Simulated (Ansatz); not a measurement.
# Rock-salt HfC

These are BLYP in Ansatz (PAW) values and carry that method's errors.

Run with plane-wave cutoff 520 eV, 20×20×20 k mesh, Fermi–Dirac smearing 0.05 eV, scalar-relativistic PAW data made under PBE.

Cell (relaxed at this level):

```xyz
2
Lattice="0.0000 2.3499 2.3499 2.3499 0.0000 2.3499 2.3499 2.3499 0.0000" Properties=species:S:1:pos:R:3 pbc="T T T"
Hf     0.0000     0.0000     0.0000
C      2.3499     2.3499     2.3499
```

```json
{
 "bulk_modulus": "219 GPa",
 "band_gap": "none",
 "pressure derivative B′ of the bulk modulus": "4.0"
}
```

Measured, for comparison: bulk modulus 242 GPa (room temperature, no zero-point or thermal correction, our sources range from 242 to 286; as tabulated in Synthesis of Binary Transition Metal Nitrides, Carbides and Borides from the …). Computed (rounded) less measured: bulk modulus not scored (sources differ).

Spin–orbit coupling is not included.

Computed values are for the static lattice.

The result took very roughly 100 core-seconds.

Ansatz is a program for electronic structure.
